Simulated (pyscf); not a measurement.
Single points on ωB97X-D3(BJ)/def2-SVP structures (PySCF, gas phase).

Estimate by transition-state theory the rate constant of `[O]=[Cr](=[O])([OH])[OH]` + `[SiH4]` → `[O]=[CrH](=[O])[OH]` + `[OH][SiH3]` (singlet surface; Cr–O, H–Si broken, Cr–H, O–Si formed) at 600 K, with ωB97M-D3(BJ)/def2-TZVP energies (ideal gas, 1 atm, RRHO with modes under 100 cm⁻¹ raised to 100, one conformer, R ln 2 for chiral ones without a mode under 150 cm⁻¹; no tunnelling).

The electronic barrier is 22.7 kcal/mol and the thermal terms add +22.2, so ΔG‡ = 44.9 kcal/mol. With k_BT/h = 1.25e+13 s⁻¹ and RT = 1.192 kcal/mol, and a volume of 8.18e-20 cm³ per molecule at 1 atm, k = 4.6e-23 cm³ molecule⁻¹ s⁻¹. Wigner's tunnelling factor for 315i cm⁻¹ would be 1.02. A shift of 1 kcal/mol in the barrier changes k by a factor 2.3. One saddle was located; it need not be the lowest between these sides.
